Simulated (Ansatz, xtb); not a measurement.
**Relaxing a trial structure of CH5SSi**

The starting geometry of this gas-phase doublet was built from a drawn formula by distance geometry and a force field; its bonds are those of `C1[SiH2][SH]1`.

```yaml
atoms:
  - { symbol: C, position_ang: [-0.7558, -0.4239, 1.7032] }
  - { symbol: S, position_ang: [0.6648, -1.2368, 0.9682] }
  - { symbol: Si, position_ang: [0.6020, 0.7790, 1.7180] }
  - { symbol: H, position_ang: [-1.1233, -0.7516, 2.6573] }
  - { symbol: H, position_ang: [-1.6021, -0.1918, 1.0061] }
  - { symbol: H, position_ang: [1.4719, 0.7765, 2.9034] }
  - { symbol: H, position_ang: [0.8530, 1.6592, 0.5792] }
  - { symbol: H, position_ang: [1.1744, -1.8781, 2.0952] }
```

Q: Predict what becomes of its bonds when it is optimised with r2SCAN-D4/def2-SVP.

A: A bond breaks, leaving `[SiH2]CS`. Contacts that open: S2–Si3 (2.15 → 3.07 Å).

The energy falls by 2.30 eV over 10 steps:

```csv
step,E − E(last) (eV)
1,2.304
2,1.306
3,0.547
4,0.138
5,0.056
6,0.015
7,0.002
8,0.001
9,0.000
10,0.000
```

Final geometry (Å):

```xyz
8

C    -0.6393   -0.4024    1.6914
S     0.3905   -1.7332    0.9507
Si    0.3898    1.1705    1.9387
H    -1.1255   -0.7552    2.6147
H    -1.4390   -0.2194    0.9558
H     1.5247    0.8762    2.8725
H     0.9254    1.6449    0.6256
H     1.2580   -1.8490    1.9812
```

From the same start GFN2-xTB reaches the same bonding as this run.

The end wasn't checked by frequencies. Open shells are spin-unrestricted. Run with Ansatz 0.2.0, 34 s on 1 thread of AMD EPYC 9R45 96-Core Processor (Zen 5), with other jobs on the host.
